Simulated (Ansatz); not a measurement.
Ideal-gas functions of H4OSSi (`O[SiH2]S`) at 500 K and 1 bar, from an Ansatz frequency run at PBE0-D4/def2-TZVP.

Molar mass 80.18 g/mol, point group C1 (symmetry number 1), electronic degeneracy 1, moments of inertia 27.073, 131.824, 149.122 u Å². Harmonic wavenumbers (cm⁻¹, unscaled): 194, 248, 315, 507, 523, 713, 792, 839, 912, 918, 953, 2232, 2268, 2707, 3913.

Use S(trans) = R[1.5 ln M + 2.5 ln T − 1.1517]; rotational temperatures θ = 24.2544 K / I; S(rot) = R[ln(√π/σ · √(T³/θAθBθC)) + 1.5]; for each mode x = 1.438777 ν̃/T, S = R[x/(eˣ − 1) − ln(1 − e⁻ˣ)] and H = RT x/(eˣ − 1); 1 cm⁻¹ = 0.0119627 kJ/mol; R = 8.31446 J/(mol·K).

Question: By hand: the entropy, in J/(mol·K).

Answer: Translation 174.3. Rotation: θ = 0.8959, 0.184, 0.1626 K, giving 109.8. Vibration, mode by mode: 13.27, 11.29, 9.41, 5.87, 5.66, 3.66, 3.06, 2.75, 2.33, 2.30, 2.12, 0.10, 0.09, 0.03, 0.00, in all 62.0. Electronic 0.0. Sum 346.1 J/(mol·K).

Question: By hand: H − E and G − E in kJ/mol, counted from the electronic energy.

Answer: Zero-point energy ½ × 18034 × 0.0119627 = 107.9; thermal vibration 18.0; translation, rotation and pV give 4 RT = 16.6. H − E = 142.5 kJ/mol, and G − E = 142.5 − 500 × 346.1/1000 = -30.6 kJ/mol.

Vibration gives 18 % of the entropy. The sum counts one conformer and one mirror image; others add a mixing term.
